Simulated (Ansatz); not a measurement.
Compare A (`C/N=C\CCl`) with its isomer B (`CC(=N)CCl`).

Program: Ansatz. Geometries: PBE0-D4/def2-TZVP. ΔE: electronic, gas phase. CBS: MP2 limit from def2 TZ/QZ plus the TZ coupled-cluster correction, frozen cores. Functionals use def2-TZVPP. B3LYP here is the variant with VWN-RPA as its local correlation; programs differ in this. Each species was taken in one conformer, which may not be the lowest.

(1) Which isomer does CCSD(T)/CBS put lower? Give the gap. (An estimate is asked.)

(2) Give E(B) − E(A) in kcal/mol with ωB97M-V, CCSD(T)/def2-TZVPP, r2SCAN-D4, B2PLYP, PBE-D4, MP2/def2-TZVPP, B3LYP. (An estimate is asked.)

Largest T1 diagnostic: 0.011.

## Answers

(1) Ansatz gave: B, by 13.6 kcal/mol.

(2) Computed: ωB97M-V -13.8, CCSD(T)/def2-TZVPP -13.4, r2SCAN-D4 -13.2, B2PLYP -12.6, PBE-D4 -12.1, MP2/def2-TZVPP -13.9, B3LYP -11.8. None reverses the order clearly.

From PBE to PBE0 (25 % exact exchange), in def2-TZVPP and without D4, E(B) − E(A) moves by −0.8 kcal/mol.
